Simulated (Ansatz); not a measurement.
# SiS, triplet in cc-pVDZ: errors against UCCSDT(Q)

Geometry: that of the SiS, singlet, kept fixed. The singlet lies 3.5 eV lower here.

```xyz
2

Si    0.0000    0.0000    0.0000
S     0.0000    0.0000    1.9300
```

Basis cc-pVDZ; Ansatz 0.2.0. Only valence electrons are correlated (noble-gas cores frozen), which leaves 10 electrons in 26 orbitals. R marks a restricted (for open shells ROHF) determinant, U an unrestricted one. Active spaces: valence = (10e, 8o) chosen from the atoms' valence shells.

Full CI isn't at hand for all of this; UCCSDT(Q) serves as the reference, and is uncertain by about the last step of the cluster series. The frozen core follows each run's orbitals, which can shift R against U totals by a few meV.

HF rows are the lowest solutions found. Coupled cluster chose its determinant by trial CCSD, here up to 0.17 eV above the lowest Hartree–Fock solution of its kind, and MP2 stands on that determinant too.

- UHF ⟨S²⟩: 2.029
- ⟨S²⟩ of the determinant under UCCSD: 2.038
- T1 diagnostic (RCCSD): 0.0418
- largest doubles amplitude (RCCSD): 0.084
- T1 diagnostic (UCCSD): 0.0320

| level | E − E(UCCSDT(Q)) (kcal/mol) | share of correlation (%) | wall time |
| --- | --- | --- | --- |
| RHF† | 136.90 | – | – |
| UHF† | 131.41 | – | 1.2 s |
| RMP2 | 21.46 | 84.51 | – |
| UMP2 | 21.33 | 84.61 | – |
| RCCSD | 7.62 | 94.50 | – |
| UCCSD | 7.47 | 94.61 | – |
| RCCSD(T) | 1.32 | 99.05 | 4 s |
| UCCSD(T) | 1.40 | 98.99 | 3.4 s |
| BCCD(T) | 1.49 | 98.93 | 4 s |
| RCCSDT | 0.60 | 99.57 | – |
| UCCSDT | 0.59 | 99.58 | – |
| RCCSDT(Q) | 0.16 | 99.89 | 12 s |
| CASSCF (valence space) | 105.53 | 23.85 | – |
| NEVPT2 (valence space) | 23.82 | 82.81 | 3.6 s |
| MRCISD (valence space) | 8.99 | 93.51 | – |
| MRCISD+Q (valence space) | 0.80 | 99.43 | 4.5 s |
| MRCISD+Q(relaxed) (valence space) | 0.13 | 99.91 | 5 s |

A dagger marks rows that describe another state than the reference (another or a broken symmetry, a higher spin or other natural occupations), so the difference isn't the method's error.

The correlation energy at UCCSDT(Q), counted from the determinant under the R cluster runs, is -6.010 eV. That run took 11 s on 1 thread of AMD EPYC 7B13, shared host.

Run but not shown, since their state, orbitals or frozen core can't be matched to the reference's or they repeat it: CISD.

Times hold each run's SCF and search for its determinant on a shared host, so for small cases they say little of a method's own cost; they ran on 1 thread of AMD EPYC 7B13.

Natural occupations of CASSCF (valence space) about the gap: 1.988 1.962 1.934 1.012 1.011 0.072 0.024; effectively unpaired electrons, Σ n²(2−n)², 2.04.
